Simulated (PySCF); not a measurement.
## Computed χzz against gas-phase spectroscopy

Values to reproduce (atoms as numbered below): 14N at N2: χzz = -7.0854 MHz [1].
[1] measured, gas; W. C. Bailey, Calculation of NQCC in Gaseous State Molecules (compilation of microwave values)

Compound: nitrogen trifluoride, NF3.
Geometry (PBE0-D3(BJ)/def2-SVP, Å), atoms numbered from 1 in this order:
```xyz
4
NF3 angstrom
F     -0.551    1.073   -0.166
N      0.008   -0.003    0.433
F     -0.644   -1.033   -0.151
F      1.226   -0.062   -0.149
```

Problem. What do the calculations give?

Solution. PySCF, non-relativistic, all at one geometry, with Q(14N) = 0.02044 b:

```
           level  functions  14N N2 (MHz)  computed/reference − 1 (%)
     B97-2/pcJ-1        108        -7.743                        +9.3
        HF/pcJ-1        108        -9.271                       +30.9
       KT2/pcJ-1        108        -7.265                        +2.5
       LDA/pcJ-1        108        -7.224                        +2.0
       PBE/pcJ-1        108        -7.185                        +1.4
   PBE0/pcSseg-0         36        -8.248                       +16.4
    PBE0/cc-pVDZ         56        -7.043                        -0.6
PBE0/aug-cc-pVDZ         92        -7.051                        -0.5
      PBE0/pcJ-1        108        -7.796                       +10.0
    PBE0/cc-pVTZ        120        -7.599                        +7.3
   PBE0/IGLO-III        140        -7.920                       +11.8
   PBE0/pcSseg-3        288        -7.818                       +10.3
```

Closest here is PBE0/aug-cc-pVDZ (0.5 % unsigned error), furthest HF/pcJ-1 (30.9 %); one molecule doesn't rank methods. Computed values are for fixed nuclei, while measured ones can include vibrational averaging.
